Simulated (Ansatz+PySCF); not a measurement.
# singlet H₂O₂ in separate pieces: levels of theory in one basis

```xyz
4

O     0.0000    0.0000   -0.1085
H     0.0000    0.0000    0.8679
O    10.0000    0.0000   -0.1085
H    10.0000    0.0000    0.8679
```

Basis set: cc-pVDZ (spherical functions). Left uncorrelated: 2 orbitals. Charge 0, multiplicity 1.

Computed with Ansatz (development build ahead of 0.2.0); each method stands on the lowest determinant of its kind that the runs found. NEVPT2 correlates all electrons. Active spaces start from the frontier orbitals, and the lowest solution found is given.

```
        method  E − E(RHF) (eV)  <S²> of the determinant
           RHF             0.00                     0.00
           UHF            -9.88                     1.01
       RHF-MP2           -40.71                        –
       UHF-MP2           -18.00                     1.01
      UHF-CCSD           -18.81                     1.01
   RHF-CCSD(T)           -19.98                        –
   UHF-CCSD(T)           -18.90                     1.01
  RHF-CCSDT(Q)           -18.96                        –
  UHF-CCSDT(Q)           -18.93                     1.01
   CASSCF(6,4)            -9.67                        –
   CASSCF(2,2)            -9.67                        –
SC-NEVPT2(2,2)           -18.14                        –
SC-NEVPT2(6,4)           -17.95                        –
```

Q: What does RHF-CCSD give on the same scale?

A: -17.52 eV.

Q: Is a single determinant a sound starting point here?

A: It is doubtful. Unrestricted orbitals lower Hartree–Fock by 9.88 eV and <S²> is 1.01 where a pure state has 0.00, a sign of strong static correlation. The CASSCF(6,4) natural occupations are 2.00, 2.00, 1.00, 1.00. The CASSCF(2,2) natural occupations are 1.00, 1.00.

Caution for RHF, RHF-MP2, RHF-CCSD, RHF-CCSD(T), RHF-CCSDT(Q): an unrestricted determinant lies well below. Caution for UHF, UHF-MP2, UHF-CCSD, UHF-CCSD(T), UHF-CCSDT(Q): the unrestricted determinant is a mixture of spin states; the determinant breaks the point group. Caution for RHF-MP2, RHF-CCSD, RHF-CCSDT(Q): large amplitudes, a single reference is doubtful. Caution for RHF-MP2, UHF-CCSD(T): another reference gives a lower total. Caution for UHF-MP2, UHF-CCSD, UHF-CCSD(T), UHF-CCSDT(Q): bonds are stretched, where a single reference can fail. Caution for RHF-CCSD(T): very large amplitudes, the method is breaking down; the program finds a lower state of this spin; the program doubts this total. Caution for RHF-CCSDT(Q): the amplitudes may be one of several solutions.
